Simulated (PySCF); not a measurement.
A structure optimised at PBE-D3(BJ)/def2-TZVPD, used in a PySCF frequency run:

```
O
H 1 0.9757
```
Charge -1, spin multiplicity 1.

Write its SMILES, formula and point group.

[OH-], HO, C∞v

What are its rotational constants (standard atomic weights)?

559.78 GHz (linear rotor, B only)
